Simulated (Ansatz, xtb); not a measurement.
Relative energy of two isomers of C3H2FNS

Structure I: `Fc1nccs1`, a singlet. Structure II: `Fc1cscn1`, a singlet. Both are isolated molecules in the gas phase, relaxed with PBE-D3(BJ)/def2-SVP.

Energies in hartree; the thermal terms are from PBE-D3(BJ)/def2-SVP harmonic frequencies (ideal gas, rigid rotor, one conformer each, 298.15 K, 1 atm) and include the zero-point energy:

```
                              I           II
E, CCSD(T)/def2-SVP  −666.735806  −666.737231
    E, MP2/def2-SVP  −666.675198  −666.677189
  E, MP2/def2-TZVPP  −667.359025  −667.361684
  zero-point energy     0.046242     0.046127
       H(298 K) − E     0.051923     0.051776
       G(298 K) − E     0.017658     0.017561
```

Q: Correct the CCSD(T) difference for the basis set by the MP2 change, then work out ΔE, ΔE₀, ΔH and ΔG for I → II in kcal/mol (1 Eh = 627.51 kcal/mol) and the equilibrium ratio [II]/[I].

A: 1. Differences II − I: CCSD(T) −0.001425, MP2 in the small set −0.001991, MP2 in the large set −0.002659 Eh.
2. ΔE = −0.001425 + (−0.002659 − (−0.001991)) = −0.002093 Eh = −1.31 kcal/mol.
3. ΔE₀ = ΔE + ΔZPE = −0.002093 + (−0.000115) Eh = −1.39 kcal/mol.
4. ΔH = ΔE + (−0.000147) Eh = −1.41 kcal/mol.
5. ΔG = ΔE + (−0.000097) Eh = −1.37 kcal/mol, so ΔS = (ΔH − ΔG)/T = −0.4 J/(mol K).
6. kT = 0.9442 mEh, so K = [II]/[I] = exp(−ΔG/kT) = exp(+2.32) ≈ 10.

The sums favour II, but ΔE leans on the basis-set step (CCSD(T) alone has the other sign or is under 1 kcal/mol), so the order isn't settled. An error of 1 kcal/mol in ΔG would change K by a factor of 5.4. HF/STO-3G gave ΔE the other sign. Mirror images and further conformers aren't counted.

As drawn, both hold the same kinds of bond in the same numbers.

Other levels gave ΔE = −0.4 (GFN2-xTB); +1.9 (HF/STO-3G, GFN2-xTB geometries); −1.2 (r2SCAN-D4/def2-SVP, GFN2-xTB geometries); −1.1 (PBE-D3(BJ)/def2-SVP); −0.8 (HF/def2-SVP); −1.2 (MP2/def2-SVP); −0.9 (CCSD(T)/def2-SVP) kcal/mol. The correlated steps freeze 10 core orbitals. Programs: Ansatz 0.2.0, xtb 6.7.1.
